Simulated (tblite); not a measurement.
C3H4F2S.
Atom-mapped SMILES: `[F:1][C:2]1([F:3])[CH2:4][S:5][CH2:6]1` (hydrogens: H7, H8 on C4; H9, H10 on C6)

Method: GFN2-xTB as coded in tblite; computed harmonic values from a numerical Hessian at the method's own geometry, unscaled. The method is semi-empirical: single wavenumbers can be off by several per cent or more.

Harmonic wavenumbers (cm⁻¹): 58.9, 310.5, 373.5, 390.5, 471.7, 553.9, 745.4, 759.3, 821.3, 840.8, 846.6, 949.6, 1005.8, 1096.4, 1132.9, 1159.1, 1179.4, 1237.9, 1406.8, 1412.0, 3018.3, 3020.4, 3021.0, 3021.3.

A = 5504, B = 2143, C = 2119 MHz; mass 110.000 u (most abundant isotopes); point group C2v, symmetry number 2.

Q: What is the zero-point energy?

A: ½Σν̃ = 14417 cm⁻¹ = 172.46 kJ/mol.

Q: Give the ideal-gas entropy at 500 K and 1 bar in the rigid-rotor, harmonic-oscillator model (classical rotation).

A: Translation 178.22, rotation 113.47, vibration 87.32: S = 379.0 J/(mol K).

Q: And Cp and H(500 K) − H(0)?

A: Cp = 137.37 J/(mol K), of which vibrations give 104.12 (their classical limit is 24 R = 199.5); H(500 K) − H(0) = 41.21 kJ/mol without the zero-point energy, 24.58 from vibrations.

Q: What must be added to the electronic energy to get the Gibbs energy at 500 K and 1 bar?

A: ZPE + [H(500 K) − H(0)] − T·S = 172.46 + 41.21 − 189.50 = 24.17 kJ/mol.

Q: Which modes carry the vibrational entropy at 500 K?

A: 58.9 cm⁻¹: 23.08; 310.5 cm⁻¹: 9.52; 373.5 cm⁻¹: 8.10; 390.5 cm⁻¹: 7.77; 471.7 cm⁻¹: 6.38; 553.9 cm⁻¹: 5.27 J/(mol K); the other 18 give 27.19 together.

Q: How do the functions run with temperature in this model?

A: 
| T (K) | S (J/(mol K)) | Cp (J/(mol K)) | H − H(0) (kJ/mol) | G − H(0) (kJ/mol) | ln q(vib) |
| --- | --- | --- | --- | --- | --- |
| 50 | 220.0 | 40.0 | 1.82 | -9.18 | 0.20 |
| 100 | 249.2 | 45.8 | 3.94 | -20.97 | 0.58 |
| 298.15 | 319.3 | 94.0 | 17.53 | -77.68 | 2.32 |
| 373.15 | 342.4 | 112.4 | 25.28 | -102.50 | 3.13 |
| 750 | 441.2 | 168.3 | 79.80 | -251.08 | 7.56 |
| 1000 | 492.3 | 186.6 | 124.35 | -367.97 | 10.40 |

q(vib) and H(0) count from the zero-point level.

Hindered rotation and anharmonicity are outside this model.
